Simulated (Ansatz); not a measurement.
Input for Ansatz (a quantum-chemistry and plane-wave program): R-CCSD(T)/aug-cc-pV(D+d)Z on CH4S (SMILES CS) with ghost functions. Files ending in .json are basis or fitting sets from the Basis Set Exchange.

Ansatz 0.2 input:
```yaml
crystal:
  periodic: [false, false, false]
  atoms:
    - {symbol: C, position_ang: [-1.44764800, 1.15564900, 0.01851300]}
    - {symbol: S, position_ang: [-1.41459500, -0.65984600, -0.08354400]}
    - {symbol: H, position_ang: [-1.46628400, 1.51681600, -1.00988000]}
    - {symbol: H, position_ang: [-0.55297100, 1.53526500, 0.51001200]}
    - {symbol: H, position_ang: [-2.34423900, 1.49773300, 0.53186300]}
    - {symbol: H, position_ang: [-1.37736100, -0.89092100, 1.23821400]}
basis:
  gaussian:
    orbitals: aug-cc-pV_D+d_Z.json
    ghost_atoms:
      - {symbol: Cl, position_ang: [2.12576600, 0.02408100, 0.00315600]}
      - {symbol: H, position_ang: [0.92223800, -0.44463500, -0.09824700]}
magnetization: {spin_polarized: false}
correlation: {method: ccsd_t, electrons: outside_noble_gas}
scf: {lower_state_search: off}
```

Output:

```
WARN ansatz: RAYON_NUM_THREADS=1 ignored (pool sized by the plan → 1); use --threads N
Functional definition: HF
these checks for a lower state are left out or cut short: stability, starts, cluster_reference, orbital_swaps, neighbouring_geometries, increment
integrals: 0.26 GiB planned
1152 factors; integrals over basis functions are off by at most 1.2e-3 eV
mean field: 0.27 GiB planned
mean field evaluation 1: about -11910.1493 eV, gradient 2.0e1 eV
mean field evaluation 2: about -11910.1493 eV, gradient 2.0e1 eV
mean field evaluation 4: about -11911.3516 eV, gradient 2.3e0 eV
mean field evaluation 8: about -11911.3754 eV, gradient 1.3e-1 eV
mean field -11911.37551616 eV, -437.7349763987 hartree, gradient 1.3e-6 eV, S^2 0.000000; 0 other end points of the search recorded, 0 dependent functions left out
6 core orbitals not correlated
reference -11911.37551616 eV, -437.7349763987 hartree; 7, 7 occupied and 119, 119 virtual orbitals, 1152 factors
second order -8.28756998 eV of doubles, -0.00000000 eV of singles
coupled cluster: 0.70 GiB planned
cycle   1  -8.98071897 eV  change   -6.9e-1 eV  update   6.4e-2
cycle   2  -9.24584766 eV  change   -2.7e-1 eV  update   2.0e-2
cycle   3  -9.27272599 eV  change   -2.7e-2 eV  update   5.8e-3
cycle   4  -9.27263742 eV  change    8.9e-5 eV  update   1.6e-3
cycle   5  -9.27237753 eV  change    2.6e-4 eV  update   4.2e-4
cycle   6  -9.27232856 eV  change    4.9e-5 eV  update   1.5e-4
cycle   7  -9.27233659 eV  change   -8.0e-6 eV  update   4.6e-5
cycle   8  -9.27234161 eV  change   -5.0e-6 eV  update   1.7e-5
perturbative correction -0.30031070 eV, -0.0110362148 hartree
Total energy: -11920.94816848 eV, -438.0867648827 hartree
Checks for a lower state left out: stability, starts, cluster_reference, orbital_swaps, neighbouring_geometries, increment
```

The run converged.

Cost: roughly 10 core-seconds.
